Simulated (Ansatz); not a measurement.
We consider fcc Cu, described by LDA in Ansatz (plane waves, PAW).

Numerical settings: plane-wave cutoff 520 eV, 20×20×20 k mesh, Fermi–Dirac smearing 0.1 eV, perturbation theory, no spin polarisation, scalar-relativistic PAW data made under PBE.

The cell has the measured lattice parameters. Conventional cell: a = 3.6149 Å, b = 3.6149 Å, c = 3.6149 Å, α = 90.00°, β = 90.00°, γ = 90.00°.

```xyz
1
Lattice="0.0000 1.8075 1.8075 1.8075 0.0000 1.8075 1.8075 1.8075 0.0000" Properties=species:S:1:pos:R:3 pbc="T T T"
Cu     0.0000     0.0000     0.0000
```

Harmonic phonon frequencies (cm⁻¹; i marks an imaginary mode):

```tsv
q point	frequencies
X	157 157 219
L	108 108 222
W	153 187 187
```

No imaginary mode appears at these points.

Note: the cell isn't this level's own, so it is under some stress, which shifts stiffness and frequencies.

Ansatz is a first-principles code.
